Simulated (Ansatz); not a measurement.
CsCl-type TlCl was calculated with PBE0 (plane waves, PAW; Ansatz, a first-principles code).

The run printed, among other lines:

```
WARN output.stress: scf.exx.energy_threshold = 1e-6 eV is looser than the 2e-8 eV advised for a stress under a hybrid functional (1e-8 eV for each atom of the …
Crystal: 2 atoms, lattice volume = 56.694 Å³
Basis set: ecut = 460 eV, 1309 PW (Γ), exchange–correlation on 54×54×54 points (8 copies of the dense FFT grid, shifted against one another)
Bands: 14, of which v1, the nominal top of the filled ones, is band 10 counted from 1 (9 counted from 0)
Symmetry: 48 space group operations
Space group: Pm-3m (ITA 221), of the structure as read, at distance tolerance 3.8e-5 Å
k-points: 35 of 512
Functional: x = pbe(κ = 0.804, μ = 0.2195149727645171), c = pbe(β = 0.06672455060314922), warm-up for x = 0.75 pbe(κ = 0.804, μ = 0.2195149727645171) + 0.25 exact, c = pbe(β = 0.06672455060314922)
SCF iter   1: F=—  HF=-12525.602625 eV  |F-HF|=—  |Δ(HF+E_count)|=         —  Δρ=1.34e-3  dr2=1.64e-3
SCF iter   2: F=-12525.602353 eV  HF=-12525.602501 eV  |F-HF|=1.48e-4  |Δ(HF+E_count)|=   1.24e-4  Δρ=4.89e-4  dr2=1.95e-4
Crystal: 2 atoms, lattice volume = 56.694 Å³
Initial density: handed on by an earlier stage of this run
Functional: x = 0.75 pbe(κ = 0.804, μ = 0.2195149727645171) + 0.25 exact, c = pbe(β = 0.06672455060314922)
  ...
Crystal: 2 atoms, lattice volume = 56.694 Å³
SCF iter   4: F=—  HF=-12526.996208 eV  |F-HF|=—  |Δ(HF+E_count)|=   1.42e-9  Δρ=8.05e-7  dr2=2.14e-10
SCF iter   5: F=-12526.996208 eV  HF=-12526.996208 eV  |F-HF|=5.46e-12  |Δ(HF+E_count)|=  3.64e-12  Δρ=2.37e-7  dr2=2.14e-11
SCF 3 converged in 5 iterations: F = -12526.996208 eV  dr2 = 2.14e-11
Free energy (F): -12526.996208 eV
Internal energy: -12526.996208 eV  (E = F + TS)
E sigma→0 (E₀):  -12526.996208 eV
Fermi energy:    5.975886 eV
--- Stress (GPa, compression-positive) ---
        0.679476      -0.000000       0.000000
        0.000000       0.679476       0.000000
        0.000000       0.000000       0.679476
  P = ⅓ Tr σ = 0.6795 GPa (6.795 kbar)
```

Question: Write an input file that could have produced this run (the log leaves some choices open).

Answer: Several could match; the one computed here: 
Ansatz 0.2 input:
```yaml
crystal:
  lattice:
    - [3.8416, 0.0, 0.0]
    - [0.0, 3.8416, 0.0]
    - [0.0, 0.0, 3.8416]
  atoms:
    - { symbol: Tl, position: [0.0, 0.0, 0.0] }
    - { symbol: Cl, position: [0.5, 0.5, 0.5] }
basis:
  ecutwfc: 460
  ecutrho_ratio: 4
  xc_grid: 2
kpoints:
  mp_grid: { grid: [8, 8, 8] }
hamiltonian:
  xc: pbe0
  dispersion: none
  pseudopotentials: { kind: paw }
scf:
  occupations: { method: fermi_dirac, width: 0.01 }
  convergence: { dr2_threshold: 0.0000000002 }
output:
  forces: true
  stress: true
  eigenvalues: true
```

The PAW data were made under PBE.

Note: cell and atoms aren't relaxed at this level (pressure 0.7 GPa).
